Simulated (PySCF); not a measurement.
A structure optimised at r2SCAN-D4/def2-TZVPD, used in a PySCF frequency run:

```
C
O 1 1.1999
H 1 1.1108 2 121.99
H 1 1.1108 3 116.02 2 180.00
```

Problem. Write its SMILES, formula and point group.

Solution. C=O, CH₂O, C2v

Problem. What are its rotational constants (standard atomic weights)?

Solution. 282.45, 39.089, 34.337 GHz
